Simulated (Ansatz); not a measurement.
Results of PBEsol (PAW; Ansatz, a first-principles code) for antifluorite Mg2Ge.

Numerical settings: plane-wave cutoff 520 eV, 10×10×10 k mesh, Fermi–Dirac smearing 0.01 eV, scalar-relativistic PAW data made under PBE.

Pressure at four volumes; x = ln(V/21.480 Å³). One pressure is withheld.

```csv
V (Å³/atom),x,P (GPa)
20.192,-0.0618,?
20.621,-0.0408,2.34
21.480,0.0000,0.00
22.769,0.0583,-2.71
```

### Question
Pass a parabola P(x) through the three rows shown, estimate the bulk modulus and its pressure derivative near zero pressure, and predict the withheld pressure.

### Answer
Slopes between the rows: (0.00 − (2.34))/(0.0000 − (-0.0408)) = -57.35 and (-2.71 − (0.00))/(0.0583 − (0.0000)) = -46.48 GPa. Their difference over the span 0.0991 is c = 10.87/0.0991 = 109.7 GPa, so P(x) = 2.34 + (-57.35)(x − (-0.0408)) + 109.7 (x − (-0.0408))(x − (0.0000)). At the middle row B = −dP/dx = −[-57.35 + 109.7 × 0.0408] = 52.9 GPa, and B′ = dB/dP = 2c/B = 4.1. At x = -0.0618 the parabola gives 3.69 GPa; the run gives 3.70 GPa. The Birch–Murnaghan fit to the energies at all volumes has B0 = 52.5 GPa and B′ = 4.1.
